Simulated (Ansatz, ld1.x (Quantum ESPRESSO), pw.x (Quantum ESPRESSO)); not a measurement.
**selenium: one change to the ultrasoft potential, in the atom and in the diamond crystal**

```json
{"Element": "selenium (Se)", "Generator": "ld1.x (Quantum ESPRESSO) 7.5", "Type": "ultrasoft", "Functional": "LDA (PW92)", "Relativity": "scalar-relativistic", "Frozen core": "[Ar] 3d10", "Valence charge": "6", "Reference configuration": "4s2 4p4", "Partial waves": "4s (bound): rcut 1.40, rcutus 1.60 bohr; 4s channel at -0.9 Ry: rcut 1.40, rcutus 1.60 bohr; 4p (bound): rcut 1.85, rcutus 2.05 bohr; 4p channel at 2.3 Ry: rcut 1.85, rcutus 2.05 bohr; 4d channel at -0.05 Ry: rcut 1.30, rcutus 1.60 bohr", "Local potential": "all-electron potential smoothed inside 1.70 bohr (lloc = -1)", "Core correction": "none", "Augmentation charge": "PSQ, inside the norm-conserving radii"}
```

Change: core correction a·sin(br)/r model core inside 1.18 bohr.

Cutoffs, loose and tight: the cutoffs (Ry, on a coarse ladder) from which the occupation-weighted sum of valence levels, in a spherical-Bessel basis at the reference potential, stays within 10 and 1 mRy of its value at 400 Ry. They do not see the model core or the augmentation charge, which bear on the density cutoff. Test errors are all-electron minus pseudo excitation energies from the reference, over the configurations 4s2 4p3; 4s2 4p2; 4s2 4p1; 4s1 4p4; 4s0 4p6; 4s2 4p0; 4s2 4p3.5 (two spin-polarised tests are not counted in the largest error); variants that change the core or the reference have their own tests.

Crystal test: diamond Se in pw.x 7.5, no spin, 8³ k-points, Fermi–Dirac smearing 0.01 Ry, cutoffs set for each file from its atomic test. The reference is all-electron LAPW (Ansatz 0.2.0) with the same functional, mesh and smearing; V0 and B0 come from Birch–Murnaghan fits to the pressures at five volumes. Errors are pseudo minus all-electron; Δ is the rms difference of the E(V) curves that follow from these fits, minima aligned, over ±6 % about the mean V0. Mesh and smearing are coarse, so the numbers serve the comparison and aren't converged zero-temperature values; the lattice is a test structure that the element need not adopt.

All-electron: a0 = 6.169 Å (V0 = 29.35 Å³/atom), B0 = 47.0 GPa.

Task: Does the change bring the crystal closer to the all-electron result?

Result: The mean pressure error goes from -0.13 to -0.04 GPa, so the change moves the solid closer to the all-electron pressures. At 80 % of its cutoff the pressure of the changed file moves by -0.07 GPa.

```csv
quantity,base,changed
outcome (atom),generated,generated
"cutoff, loose (atom)",15 Ry,15 Ry
"cutoff, tight (atom)",21 Ry,21 Ry
bound ghosts (atom),none,none
largest test error (meV) (atom),+146,-217
cutoffs in pw.x (Ry),40/380,40/380
a0 (Å),6.164,6.168
a0 error (%),-0.09,-0.03
B0 error (%),+0.1,+0.3
Δ (meV/atom),0.9,0.2
mean pressure error (GPa),-0.13,-0.04
```

 The atomic cutoffs weigh occupied waves only.
